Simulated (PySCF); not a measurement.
Compound: C₂H₃Cl₃O.
Bonds: O1–C2, C2–C3, C3–Cl4, C3–Cl5, C3–Cl6. Hydrogens: H7 on O1; H8, H9 on C2.

Computed geometry: GFN2-xTB, gas phase.

**Question.** List the bond lengths, angles and torsions at this level.

**Answer.** 
```json
{"bond": "O1–C2", "length (Å)": "1.386"}
{"bond": "C2–C3", "length (Å)": "1.535"}
{"bond": "C3–Cl4", "length (Å)": "1.785"}
{"bond": "C3–Cl5, C3–Cl6", "length (Å)": "1.772"}
{"bond": "O1–H7", "length (Å)": "0.967"}
{"bond": "C2–H8, C2–H9", "length (Å)": "1.097"}
```

Bonds in one row agree within 0.01 Å and their mean is given. A selection of angles:
```json
{"angle": "C2–O1–H7", "degrees": "109.5"}
{"angle": "O1–C2–C3", "degrees": "112.5"}
{"angle": "O1–C2–H8", "degrees": "106.6"}
{"angle": "O1–C2–H9", "degrees": "112.2"}
{"angle": "C3–C2–H8", "degrees": "108.8"}
{"angle": "C3–C2–H9", "degrees": "107.7"}
{"angle": "H8–C2–H9", "degrees": "109.0"}
{"angle": "C2–C3–Cl4", "degrees": "109.2"}
{"angle": "C2–C3–Cl6", "degrees": "110.9"}
{"angle": "Cl4–C3–Cl5", "degrees": "108.8"}
```

Dihedral angles: O1–C2–C3–Cl4 60° (synclinal); H7–O1–C2–C3 -59° (synclinal). The mirror-image conformer, all signs reversed, is as good.

Of the pairs four or more bonds apart, Cl4···H7 is among the closest relative to their van der Waals radii: 2.61 Å, 88 % of the sum of Bondi's values. O1 (alcohol oxygen) is bent (angle 109.5°).

Stationary, but not proved a minimum. The numbers are those of one conformer (H–O1–C2–C3 -59°).
